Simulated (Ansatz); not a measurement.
Reaction (SMILES): NC(=O)C → CC([NH-])=O + H+
B3LYP-D3(BJ)/def2-TZVP geometries, fixed; electronic energies without zero-point terms.
Largest species:
```xyz
9

O      0.4073     1.2798     0.2946
C      0.0816     0.1387     0.0326
N      0.9986    -0.8468    -0.1812
C     -1.3711    -0.2792    -0.0780
H      0.7349    -1.7900    -0.3981
H     -1.8457     0.3222    -0.8532
H     -1.5079    -1.3352    -0.3102
H     -1.8688    -0.0520     0.8647
H      1.9753    -0.6128    -0.1189
```
Charge 0, spin multiplicity 1.

How fast the deprotonation energy converges with the basis for several methods (Ansatz, a program for electronic structure): deviation from each method's own reference, in kcal/mol. References: B3LYP 370.16 kcal/mol, the value in aug-pcseg-3; CCSD(T) 369.35 kcal/mol, Hartree-Fock in aug-cc-pVQZ plus the correlation part extrapolated as X^-3 from aug-cc-pVTZ and aug-cc-pVQZ; HF 378.82 kcal/mol, the value in aug-pcseg-3; MP2 366.98 kcal/mol, Hartree-Fock in aug-cc-pVQZ plus the correlation part extrapolated as X^-3 from aug-cc-pVTZ and aug-cc-pVQZ; PBE 367.41 kcal/mol, the value in aug-pcseg-3; r2SCAN 370.68 kcal/mol, the value in aug-pcseg-3. Cartesian d functions, on some or all atoms, in 6-31G**; all else is spherical. In correlated methods cores are frozen. Species with rotatable bonds are taken in one conformer. The proton leaves the site shown, which need not be the most acidic. No added dispersion term, no relativity. 

| basis | functions | B3LYP | CCSD(T) | HF | MP2 | PBE | r2SCAN |
|---|---|---|---|---|---|---|---|
| 3-21G | 46 | 26.74 | 29.46 | 20.62 | 30.65 | 27.16 | 22.69 |
| def2-SV(P) | 66 | 9.97 | 9.86 | 4.37 | 10.90 | 10.75 | 7.74 |
| 6-31G** | 85 | 14.61 | 16.77 | 8.99 | 17.54 | 15.64 | 12.08 |
| aug-pcseg-1 | 137 | -2.92 | -1.72 | -3.12 | -1.49 | -2.77 | -2.97 |
| def2-TZVP | 154 | 2.68 | 2.78 | 1.29 | 3.06 | 3.41 | 2.22 |
| 6-311++G(2d,2p) | 158 | -0.75 | 0.68 | -1.14 | 0.86 | -0.57 | -0.93 |
| def2-TZVPD | 196 | -0.25 | -0.83 | -0.61 | -0.68 | -0.02 | -0.38 |
| aug-pcseg-3 | 585 | 0.00 | 0.65 | 0.00 | 0.80 | 0.00 | 0.00 |

Mean absolute deviation over def2-TZVP, 6-311++G(2d,2p), def2-TZVPD: HF 1.01, r2SCAN 1.17, B3LYP 1.23, PBE 1.33, CCSD(T) 1.43, MP2 1.53 kcal/mol.
